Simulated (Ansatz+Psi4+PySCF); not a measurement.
```xyz
4

N     0.1165    0.0000    0.0000
H    -0.2909    0.9859    0.0000
H    -0.2718   -0.4699    0.8138
H    -0.2718   -0.4699   -0.8138
```

Basis set: cc-pVTZ (spherical functions). Correlated methods keep 1 orbital frozen. Charge 0, multiplicity 1.

Computed with Ansatz (development build ahead of 0.2.0) and Psi4 1.11; each method stands on the lowest determinant of its kind that the runs found. Restricted open shells among the atoms or ions are ROHF, correlated in semicanonical orbitals with singles.

The vertical ionization energy (product with multiplicity 2 at the same shape, open shells in the same class of orbitals) of singlet NH₃:

```
method  ionization energy
   RHF            9.42 eV
```

Problem. What does RHF-MP2 give?

Solution. 10.81 eV.
